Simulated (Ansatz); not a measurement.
**A ladder of methods for BHSCl (SMILES S[B]Cl)**

The species is BHSCl (4 atoms), meant as a doublet with charge 0. As SMILES, `S[B]Cl`. Geometry: relaxed at PBE0-D4/def2-TZVP.

Quantity: the vertical energy of the quartet above the doublet, in eV. The values are calculated.

```tsv
level	kind	program	value (eV)	less FCI/STO-3G	CPU time (all runs)
UPBE/STO-3G	GGA	Ansatz	5.71	+0.19	4.2 s
UB3LYP/STO-3G	global hybrid	Ansatz	5.76	+0.24	4.4 s
UBHLYP/STO-3G	global hybrid	Ansatz	5.63	+0.11	4.3 s
U-wB97X/STO-3G	range-separated hybrid	Ansatz	5.82	+0.30	23 s
UCAM-B3LYP/STO-3G	range-separated hybrid	Ansatz	5.74	+0.22	5.3 s
UB2PLYP/STO-3G	double hybrid	Ansatz	5.73	+0.21	4.9 s
UMP2/STO-3G	perturbation theory	Ansatz	5.38	-0.14	0.39 s
UCCSDT(Q)/STO-3G	coupled cluster or CI	Ansatz	5.52	0.00	3.2 s
FCI/STO-3G	exact in the basis	Ansatz	5.52	0.00	9.5 s
```

FCI/STO-3G is exact within its basis and frozen core, so for wave-function methods in that basis the difference is their error; functionals converge differently with the basis, so for them it is only a difference. The values span 5.38 to 5.82 eV. All rows use very small basis sets, so even the best lies far from the true value. Times are those of the runs behind each value, whatever else they computed, on shared processors of several kinds: orders of magnitude only.
